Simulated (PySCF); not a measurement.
**Four-centre ligand exchange**

Start structure (BSiH6F, singlet), relaxed at PBE0-D4/def2-TZVP:

```
9
angstrom
B -1.0959 0.2763 -0.0805
Si 0.6250 -0.2176 0.8635
H -1.4479 1.4169 -0.0967
H -1.9116 -0.5745 -0.2747
H 0.5750 -0.0190 -1.5674
F -0.2862 0.2431 -1.8466
H 0.6412 -1.5125 1.5960
H 1.6152 -0.4081 -0.2808
H 1.2464 0.8226 1.7265
```

The step: BSiH₅ ([BH2][SiH3]) + HF → BH₂F ([BH2][F]) + SiH₄; bonds formed: B1–F6, Si2–H5; bonds broken: B1–Si2, H5–F6. Program: PySCF 2.14 with density fitting (its default auxiliary sets; JK sets also for MP2 and CCSD(T)). Basis: def2-TZVPP and def2-QZVPP. Cores are frozen in the correlated methods. Extrapolation: Hartree–Fock as exp(−7.88 √X), correlation as X^−2.97. Energies below are by CCSD(T) at an estimated basis limit (MP2 extrapolated from triple and quadruple zeta, plus CCSD(T) − MP2 in triple zeta).

(1) What are the electronic barrier and the energy of the step, from the start structure to the end structure? (An estimate is asked for; the value comes from the calculation.)

T1 diagnostic: at most 0.014. The end structure is not quite a true minimum (one mode of 48i cm⁻¹).

Results:

(1) Computed: Barrier 66.0 kJ/mol; step energy -152.5 kJ/mol (downhill); reverse barrier, their difference, 218.5 kJ/mol. Barrier and step energy count from the start structure, the reverse barrier from the end structure.

The saddle point: One imaginary mode of 1018i cm⁻¹.
```json
{"pair": "B1–F6", "start (Å)": "1.94", "saddle (Å)": "1.65", "end (Å)": "1.32"}
{"pair": "Si2–H5", "start (Å)": "2.44", "saddle (Å)": "1.96", "end (Å)": "1.49"}
{"pair": "B1–Si2", "start (Å)": "2.02", "saddle (Å)": "2.12", "end (Å)": "3.45"}
{"pair": "H5–F6", "start (Å)": "0.94", "saddle (Å)": "1.10", "end (Å)": "2.83"}
```

Zero-point energy (harmonic, PBE0-D4): ZPE is 150.6 kJ/mol at the start and 142.4 kJ/mol at the saddle, so the barrier goes from 66.0 to 57.8 kJ/mol.

Steps of this kind, hydrogen fluoride cutting a network bond, underlie vapour etching and the fluorination step of atomic layer etching.

Labels in which every atom is bracketed show which atoms are joined, not bond orders.

For scale, one of the runs: CCSD(T)/def2-TZVPP, 188 basis functions, launched by `OMP_NUM_THREADS=4 python run.py`. The run took 4 min on 4 CPU threads of an Arm Neoverse V2 (shared host), with 1.9 GiB of host memory at its peak.
